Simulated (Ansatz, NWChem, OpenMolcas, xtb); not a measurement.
## Loss of CH4: C5H10 → C4H6 + CH4

Species: C5H10 (3-methyl-1-butene) `C=CC(C)C`, singlet; C4H6 (1,3-butadiene) `C=CC=C`, singlet; CH4 `C`, singlet. 

Shapes, held fixed at every level: PBE0-D4/def2-TZVP. Flexible molecules stand in one conformer, not always the lowest. Programs: Ansatz 0.2.0, NWChem 7.3.0, OpenMolcas 26.06, xtb 6.7.1. A level may come from different programs for different species; with the same settings they agree closely. Electronic energies: no zero-point or thermal term.

```
                             level            kind  ΔE (kJ/mol)
                          GFN0-xTB  semi-empirical        +50.2
                         HF/STO-3G    Hartree–Fock       +187.2
                          HF/3-21G    Hartree–Fock        +68.6
                       HF/def2-SVP    Hartree–Fock        +61.9
B3LYP/6-31G* (spherical functions)   global hybrid        +62.9
                     PBE0/def2-SVP   global hybrid        +91.7
```

PBE0/def2-SVP gives ΔE = +91.7 kJ/mol; the levels span +50.2 to +187.2. The median of the levels is +65.7. No measured value is set beside it here. Rows in sets without polarisation functions are far from converged.
